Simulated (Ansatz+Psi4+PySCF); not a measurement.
# doublet N2H6(+) in separate pieces: levels of theory in one basis

```xyz
8

N     0.1165    0.0000   -3.0000
H    -0.2718    0.9397   -3.0000
H    -0.2718   -0.4699   -2.1862
H    -0.2718   -0.4699   -3.8138
N    -0.1165    0.0000    3.0000
H     0.2756   -0.9490    3.0000
H     0.2718    0.4699    2.1862
H     0.2718    0.4699    3.8138
```

Basis set: cc-pVTZ (spherical functions). Left uncorrelated: 2 orbitals. Correlation on ROHF uses semicanonical orbitals with singles. Charge 1, multiplicity 2.

Computed with Ansatz (development build ahead of 0.2.0) and Psi4 1.11; each method stands on the lowest determinant of its kind that the runs found.

| method | E − E(ROHF) (eV) | <S²> of the determinant |
| --- | --- | --- |
| ROHF | 0.00 | 0.75 |
| UHF | -0.11 | 0.76 |
| ROHF-MP2 | -11.42 | – |
| UHF-MP2 | -11.42 | 0.76 |

Caution for ROHF-MP2, UHF-MP2: MP2 on this radical cation hangs on the determinant chosen.
